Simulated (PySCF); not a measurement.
Static polarisabilities and like-pair C6 coefficients by linear response at PBE0/aug-cc-pVTZ (PySCF, frozen core in the response, non-relativistic, gas phase), PBE0-D3(BJ)/def2-TZVP geometries, one conformer each; atomic units unless stated.

| label | species | α | C6 |
| --- | --- | --- | --- |
| P | `FSF` (sulfur difluoride) | 23.5 | 256.4 |
| Q | `CC(=O)C1CC1` (methyl cyclopropyl ketone) | 62.4 | 1685 |
| R | `O=C1CCCC1` (cyclopentanone) | 60.4 | 1637 |
| S | `NCCCO` (3-amino-1-propanol) | 54.1 | 1327 |

Question: Estimate the unlike-pair coefficients by the rule C6(AB) = 2·C6(AA)·C6(BB) / [C6(AA)·αB/αA + C6(BB)·αA/αB], and compare with the geometric mean.

Answer: 
```csv
pair,combination rule,geometric mean,ratio
PQ,657.1,657.4,0.999
PR,647.7,647.8,1.000
PS,583.3,583.3,1.000
QR,1661,1661,1.000
QS,1495,1495,1.000
RS,1474,1474,1.000
```

The rule is exact for one-pole polarisabilities and never exceeds the geometric mean; the two meet where both partners have the same effective excitation energy. These unlike-pair values are estimates, not computed integrals.
